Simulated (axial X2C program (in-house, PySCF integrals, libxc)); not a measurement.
## Density and ELF of BN⁺

Computed with an in-house all-electron X2C program for linear molecules (integrals from PySCF). Spin-free means the one-electron spin-free X2C Hamiltonian. Basis: N dyall-av3z [7s7p3d2f], B dyall-v3z [7s6p2d1f] (cores contracted in-house); Gaussian nuclei, density fitting, unrestricted open shells. Masses: N 14.003 u, B 11.009 u.

PBE0, without spin–orbit coupling, state M_S = 3/2, Λ = 0 (beyond evenly filled blocks: σα, π+α, π-α); N at z = 0, B at z = 1.437 Å.

The maps cover the half plane through the axis: z from -2.4 to 3.6 Å along the bond, ρ from 0.15 to 2.25 Å away from it.

log10 of the density in e/bohr³:

```
 ρ\z  -2.4  -1.8  -1.2  -0.6   0.0   0.6   1.2   1.8   2.4   3.0   3.6
0.15  -4.4  -3.1  -1.9  -0.6   0.7  -0.5  -0.3  -0.8  -1.5  -2.4  -3.5
0.45  -4.4  -3.2  -2.0  -0.9  -0.5  -0.8  -1.0  -1.1  -1.6  -2.6  -3.6
0.75  -4.6  -3.4  -2.3  -1.4  -1.0  -1.2  -1.4  -1.5  -1.9  -2.8  -3.8
1.05  -4.8  -3.7  -2.7  -1.9  -1.6  -1.7  -1.8  -1.9  -2.3  -3.1  -4.0
1.35  -5.1  -4.1  -3.2  -2.5  -2.3  -2.3  -2.3  -2.4  -2.8  -3.4  -4.3
1.65  -5.4  -4.5  -3.7  -3.1  -2.9  -2.9  -2.9  -2.9  -3.2  -3.8  -4.6
1.95  -5.8  -4.9  -4.2  -3.7  -3.5  -3.4  -3.4  -3.5  -3.7  -4.3  -5.0
2.25  -6.2  -5.4  -4.7  -4.3  -4.1  -4.0  -4.0  -4.0  -4.3  -4.7  -5.4
```

Electron localisation function (collinear form, no current term, damped to 0 at low density):

```
 ρ\z  -2.4  -1.8  -1.2  -0.6   0.0   0.6   1.2   1.8   2.4   3.0   3.6
0.15  0.00  0.26  0.90  0.96  0.82  0.93  0.30  0.20  1.00  0.99  0.22
0.45  0.00  0.19  0.85  0.95  0.69  0.88  0.13  0.69  1.00  0.99  0.13
0.75  0.00  0.08  0.72  0.90  0.80  0.73  0.55  0.94  0.99  0.96  0.04
1.05  0.00  0.02  0.45  0.74  0.62  0.47  0.47  0.90  0.97  0.83  0.01
1.35  0.00  0.00  0.16  0.42  0.33  0.21  0.29  0.74  0.88  0.31  0.00
1.65  0.00  0.00  0.02  0.12  0.11  0.07  0.12  0.40  0.43  0.02  0.00
1.95  0.00  0.00  0.00  0.01  0.02  0.02  0.03  0.07  0.03  0.00  0.00
2.25  0.00  0.00  0.00  0.00  0.00  0.00  0.00  0.00  0.00  0.00  0.00
```

Axial spin density in 10⁻³ e/bohr³:

```
 ρ\z  -2.4  -1.8  -1.2  -0.6    0.0   0.6   1.2   1.8   2.4  3.0  3.6
0.15   0.0  -0.1  -0.3   8.3  280.8  27.8  28.0  99.1  33.0  3.4  0.3
0.45   0.0   0.0   0.1  15.3  176.5  39.4  14.8  66.7  22.4  2.6  0.2
0.75   0.0   0.0   0.3   9.2   52.2  24.4  14.3  29.1  11.1  1.6  0.2
1.05   0.0   0.0   0.2   3.6   13.8   9.9   7.2  10.1   4.5  0.8  0.1
1.35   0.0   0.0   0.1   1.2    3.6   3.3   2.7   3.2   1.6  0.3  0.1
1.65   0.0   0.0   0.1   0.4    1.0   1.0   0.9   0.9   0.5  0.1  0.0
1.95   0.0   0.0   0.0   0.1    0.3   0.3   0.3   0.3   0.2  0.1  0.0
2.25   0.0   0.0   0.0   0.0    0.1   0.1   0.1   0.1   0.1  0.0  0.0
```

One determinant describes the state; a PBE0 search over occupations chose it and may have missed a lower one. Other states lie close and PBE0, whose exact exchange favours high spin, may order them wrongly; the determinant shown need not be the ground state. The nearest other spin-free determinant of the search, M_S = 1/2, Λ = 0, lies 0.31 eV up at the distance of the search.
